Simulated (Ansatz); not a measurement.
Input for Ansatz (development build ahead of 0.2.0):

```yaml
crystal:
  periodic: [false, false, false]
  atoms:
    - { symbol: O, position_ang: [0.0, 0.0, 0.50925] }
    - { symbol: H, position_ang: [0.0, 0.0, -0.50925] }
basis:
  gaussian: { orbitals: STO-3G }
magnetization:
  initial_magnetization: 1
hamiltonian:
  xc: hf
correlation:
  method: ccsd_t
  frozen_orbitals: { H: 0, O: 1 }
```

The input is written out in the form of the current development build from the run's settings. Correlation on restricted open-shell orbitals is semicanonical, with singles.

Output:

```yaml
Converged: yes
Reference_energy: -74.36366 hartree
CCSD_correlation_energy: -0.02891 hartree
Triples_correction: 0.00000 hartree
Total_energy: -74.39258 hartree
Spin_squared_of_the_determinant: 0.750
```
